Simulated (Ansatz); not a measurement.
System: hcp Zr. Method: PBE-D3(BJ) (plane waves, PAW; Ansatz, an electronic-structure program).

Settings: plane-wave cutoff 500 eV, 30×30×14 k mesh (along the axes of the cell as run), Fermi–Dirac smearing 0.1 eV, scalar-relativistic PAW data made under PBE.

Computed at the level's own relaxed cell.

### Question
Estimate the equilibrium volume per atom, equilibrium lattice constant a and c axis length that the calculation returns.

### Answer

equilibrium volume per atom: 22.46 Å³/atom
equilibrium lattice constant a: 3.182 Å
c axis length: 5.120 Å

Measured, for comparison: lattice constant a 3.232 Å, lattice parameter c 5.148 Å (293 K, no zero-point or thermal correction; as tabulated in Wikipedia's data pages). Computed (rounded) less measured: lattice constant a -1.5 %, lattice parameter c -0.5 %. A static lattice is as a rule a little smaller and stiffer than an uncorrected measurement, which narrows the difference in the lattice constant a, lattice parameter c and would widen misses of the other sign.

Computed values are for the static lattice.
